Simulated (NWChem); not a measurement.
All runs are NWChem calculations. System: H$_{2}$N, charge 0, spin multiplicity 2, at a geometry optimised with UPBE/def2-SVP. The structure started from a generated list of species. Its SCF solution wasn't tested for a lower state. Level: UB2PLYP/def2-TZVP, 1 core orbitals frozen.

Output (cleaned and shortened):

```
             Northwest Computational Chemistry Package (NWChem) 7.3.0
             --------------------------------------------------------

                                NWChem Input Module
                                -------------------

 Scaling coordinates for geometry "geometry" by  1.889725989
 (inverse scale =  0.529177249)

 Turning off AUTOSYM since
 SYMMETRY directive was detected!

                             Geometry "geometry" -> ""
                             -------------------------

 Output coordinates in angstroms (scale by  1.889725989 to convert to a.u.)

  No.       Tag          Charge          X              Y              Z
 ---- ---------------- ---------- -------------- -------------- --------------
    1 N                    7.0000     0.00000000     0.00000000     0.14939700
    2 H                    1.0000     0.80267200     0.00000000    -0.52288800
    3 H                    1.0000    -0.80267200     0.00000000    -0.52288800

 Effective nuclear repulsion energy (a.u.)       7.4054177681

            Nuclear Dipole moment (a.u.)
            ----------------------------
        X                 Y               Z
 ---------------- ---------------- ----------------
     0.0000000000     0.0000000000     0.0000056692

      Symmetry information
      --------------------

 Group name             C2v
 Group number             16
 Group order               4
 No. of unique centers     2

      Symmetry unique atoms

     1    2


 Summary of "ao basis" -> "" (spherical)
 ------------------------------------------------------------------------------
       Tag                 Description            Shells   Functions and Types
 ---------------- ------------------------------  ------  ---------------------
 *                         def2-tzvp                  on all atoms

  dft_input: which_mp2 not specified, using semidirect MP2 by default.

                                 NWChem DFT Module
                                 -----------------

 Summary of "ao basis" -> "ao basis" (spherical)
 ------------------------------------------------------------------------------
       Tag                 Description            Shells   Functions and Types
 ---------------- ------------------------------  ------  ---------------------
 N                         def2-tzvp                11       31   5s3p2d1f
 H                         def2-tzvp                 4        6   3s1p

 Summary of "ao basis" -> "ao basis" (spherical)
 ------------------------------------------------------------------------------
       Tag                 Description            Shells   Functions and Types
 ---------------- ------------------------------  ------  ---------------------
 N                         def2-tzvp                11       31   5s3p2d1f
 H                         def2-tzvp                 4        6   3s1p

      Symmetry analysis of basis
      --------------------------

        a1         19
        a2          4
        b1         12
        b2          8

            General Information
            -------------------
          SCF calculation type: DFT
          Wavefunction type:  spin polarized.
          No. of atoms     :     3
          No. of electrons :     9
           Alpha electrons :     5
            Beta electrons :     4
          Charge           :     0
          Spin multiplicity:     2
          Use of symmetry is: on ; symmetry adaption is: on
          Maximum number of iterations: 100
          AO basis - number of functions:    43
                     number of shells:    19
          Convergence on energy requested:  1.00D-06
          Convergence on density requested:  1.00D-05
          Convergence on gradient requested:  5.00D-04

              XC Information
              --------------
                     Hartree-Fock (Exact) Exchange  0.530
                    Becke 1988 Exchange Functional  0.470
              Lee-Yang-Parr Correlation Functional  0.730

             Grid Information
             ----------------
          Grid used for XC integration:  medium
          Radial quadrature: Mura-Knowles
          Angular quadrature: Lebedev.
          Tag              B.-S. Rad. Rad. Pts. Rad. Cut. Ang. Pts.
[...]
   Bfn.  Coefficient  Atom+Function         Bfn.  Coefficient  Atom+Function
  ----- ------------  ---------------      ----- ------------  ---------------
    13      0.563920  1 N  py                 7      0.362006  1 N  py
    10      0.273900  1 N  py                21     -0.032227  1 N  d -1

 Vector    6  Occ=0.000000D+00  E= 7.244361D-02  Symmetry=a1
              MO Center= -1.1D-14, -1.4D-15, -8.5D-01, r^2= 4.1D+00
   Bfn.  Coefficient  Atom+Function         Bfn.  Coefficient  Atom+Function
  ----- ------------  ---------------      ----- ------------  ---------------
     5      1.782541  1 N  s                 34     -1.356581  2 H  s
    40     -1.356581  3 H  s                 14     -0.605706  1 N  pz
     3      0.209670  1 N  s                  4     -0.172479  1 N  s
     8     -0.153689  1 N  pz                 2     -0.080012  1 N  s
    33      0.058970  2 H  s                 39      0.058970  3 H  s

 Vector    7  Occ=0.000000D+00  E= 1.419721D-01  Symmetry=b1
              MO Center=  1.5D-14, -5.3D-17, -8.3D-01, r^2= 4.3D+00
   Bfn.  Coefficient  Atom+Function         Bfn.  Coefficient  Atom+Function
  ----- ------------  ---------------      ----- ------------  ---------------
    34      1.914064  2 H  s                 40     -1.914064  3 H  s
    12     -0.930895  1 N  px                 6     -0.242833  1 N  px
    33     -0.151818  2 H  s                 39      0.151818  3 H  s
    23      0.054239  1 N  d  1               9     -0.051261  1 N  px
    37     -0.041917  2 H  pz                43      0.041917  3 H  pz

   alpha - beta orbital overlaps
   -----------------------------

   alpha      1      2      3      4      5      6      7      8      9     10
    beta      1      2      3      4      5      6      7      8     10      9
 overlap   1.000  0.997  0.999  0.998  0.974  0.999  1.000  1.000  0.974  0.999

   alpha     11     12     13     14     15     16     17     18     19     20
    beta     11     12     13     14     15     16     18     17     19     21
 overlap   0.999  0.999  1.000  0.999  1.000  1.000  0.998  1.000  1.000  0.992

   alpha     21     22     23     24     25     26     27     28     29     30
    beta     20     22     23     24     26     25     28     27     29     30
 overlap   1.000  0.998  0.997  1.000  0.992  0.998  0.999  1.000  1.000  1.000

   alpha     31     32     33     34     35     36     37     38     39     40
    beta     31     32     33     35     34     36     38     37     39     40
 overlap   1.000  1.000  0.999  0.998  1.000  1.000  0.998  0.860  0.859  1.000

   alpha     41     42     43
    beta     41     42     43
 overlap   1.000  1.000  1.000

     --------------------------
     Expectation value of S2:
     --------------------------
      <S2> =      0.7550 (Exact =     0.7500)

 center of mass
 --------------
 x =   0.00000000 y =   0.00000000 z =   0.12245948

 moments of inertia (a.u.)
 ------------------
           2.843905013553           0.000000000000           0.000000000000
           0.000000000000           7.481459460854           0.000000000000
           0.000000000000           0.000000000000           4.637554447301

     Multipole analysis of the density
     ---------------------------------

     L   x y z        total         alpha         beta         nuclear
     -   - - -        -----         -----         ----         -------
     0   0 0 0     -0.000000     -5.000000     -4.000000      9.000000

     1   1 0 0      0.000000      0.000000      0.000000      0.000000
     1   0 1 0     -0.000000     -0.000000     -0.000000      0.000000
     1   0 0 1     -0.786505     -0.516662     -0.269849      0.000006

     2   2 0 0     -4.214613     -4.577767     -4.238393      4.601547
     2   1 1 0      0.000000      0.000000      0.000000      0.000000
     2   1 0 1     -0.000000     -0.000000      0.000000      0.000000
     2   0 2 0     -5.335828     -3.518626     -1.817202      0.000000
     2   0 1 1     -0.000000      0.000000     -0.000000      0.000000
     2   0 0 2     -5.607387     -4.259779     -3.858280      2.510672

                   NWChem MP2 Semi-direct Energy/Gradient Module
                   ---------------------------------------------

  Basis functions       =     43
  Molecular orbitals    =     43
  Frozen core           =      1
  Frozen virtuals       =      0
  Active alpha occupied =      4
  Active beta occupied  =      3
  Active alpha virtual  =     38
  Active beta virtual   =     39
  Use MO symmetry       = T
  Use skeleton AO sym   = T

  AO/Fock/Back tols     =   1.0D-09  1.0D-09  1.0D-09

 GA uses MA = F    GA memory limited = T

 Available:
  local mem=  4.43D+07
 global mem=  1.44D+08
 local disk=  0.00D+00
  mp2_memr nvloc                    38
  nvloc new                    38
   1 passes of   4:        3145728                      11368                    492116.
   1 passes of   4: M     44323807           G      144175502           F      41178079.

 Semi-direct pass number   1 of   1  for UHF alpha       at        0.6s
  vrange nnbf                   946
  mp2_eaftype                    10  avail_ma_in_mb                   386
 EAF : mp2_eaftype filesize          10     246058.
  mp2_eaf for mointskh                     10
Node 0 wrote      1.2 Mb in      0.0 s     Agg I/O rate:  2073.2 Mb/s
 Done moints_semi at        0.8s
  mp2_eaftype                    10  avail_ma_in_mb                   386
 EAF : mp2_eaftype filesize          10     246058.
  mp2_eaf for kh                    10
 Done maket at        0.8s
 Done multipass loop at        0.8s

 GA uses MA = F    GA memory limited = T

 Available:
  local mem=  4.43D+07
 global mem=  1.44D+08
 local disk=  0.00D+00
  mp2_memr nvloc                    39
  nvloc new                    39
   1 passes of   3:        3145728                       9619                    379542.
   1 passes of   3: M     44323807           G      144175502           F      41178079.

 Semi-direct pass number   1 of   1  for UHF beta        at        0.8s
  vrange nnbf                   946
  mp2_eaftype                    10  avail_ma_in_mb                   386
 EAF : mp2_eaftype filesize          10     189771.
  mp2_eaf for mointskh                     10
Node 0 wrote      0.9 Mb in      0.0 s     Agg I/O rate:  2528.8 Mb/s
 Done moints_semi at        1.0s
  mp2_eaftype                    10  avail_ma_in_mb                   386
 EAF : mp2_eaftype filesize          10     189771.
  mp2_eaf for kh                    10
 Done maket at        1.0s
 Done multipass loop at        1.0s

          -------------------------------------------
          DFT energy                     -55.794571861140
          Unscaled MP2 energy             -0.215554405310
          Total DFT+MP2 energy           -55.852771550574
          -------------------------------------------

 -----------------------
 Performance information
 -----------------------

 Timer overhead =  2.61D-07 seconds/call

               Nr. of calls         CPU time (s)                 Wall time (s)                GFlops
             ---------------    -------------------     ------------------------------   -------------------
Name         Min   Avg   Max    Min     Avg     Max     Min     Avg     Max   Mx/calls   Min     Max     Sum
mp2: moin     2     2     2   0.43    0.43    0.43     0.43    0.43    0.43    0.21      0.0     0.0     0.0
mp2: make     2     2     2   1.86E-2 1.86E-2 1.86E-2  1.86E-2 1.86E-2 1.86E-2 9.32E-3   0.0     0.0     0.0
mp2: tota     1     1     1   0.51    0.51    0.51     0.51    0.51    0.51    0.51      0.0     0.0     0.0

 The average no. of pstat calls per process was 5.00D+00
 with a timing overhead of 1.30D-06s

 Task  times  cpu:        1.0s     wall:        1.0s

 Total times  cpu:        1.0s     wall:        1.0s
```

### Question
Write an NWChem input that would produce this output.

### Answer
Several could match; the one computed here: 
```
start mol
memory heap 200 mb stack 900 mb global 1100 mb
geometry units angstroms nocenter noautoz
  N      0.000000     0.000000     0.149397
  H      0.802672     0.000000    -0.522888
  H     -0.802672     0.000000    -0.522888
  symmetry group C2v
end
basis spherical
  * library def2-tzvp
end
dft
  xc hfexch 0.53 becke88 0.47 lyp 0.73 mp2 0.27
  dftmp2
  odft
  mult 2
  semidirect memsize 60000000 filesize 0
  iterations 100
end
mp2
  freeze core 1
end
task dft energy
```
